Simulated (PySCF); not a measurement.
Level of theory: PBE-D3(BJ)/def2-TZVP (PySCF 2.14.0). Gas-phase values, no solvent. Excitations are Tamm–Dancoff values on a coarser integration grid. The basis has no diffuse functions, so Rydberg states are missing or too high.

Reference species (SMILES): `[Cl][Al]([Cl])[Cl]` (neutral, multiplicity 1).

```
Item                   Result
-------------------  --------
HOMO–LUMO gap         5.73 eV
LUMO                 -2.23 eV
S1 excitation (TDA)   5.84 eV
```

After one change: the HOMO–LUMO gap falls by 0.89 eV; the LUMO rises by 1.27 eV; the S1 excitation (TDA) drops by 0.90 eV.

What was changed between the two runs? The new species is one of these.
A. `[NH2][Al]([Cl])[Cl]`
B. `[NH2][Al]([NH2])[Cl]`
C. `[NH2][Al]([NH2])[NH2]`

B, `[NH2][Al]([NH2])[Cl]`
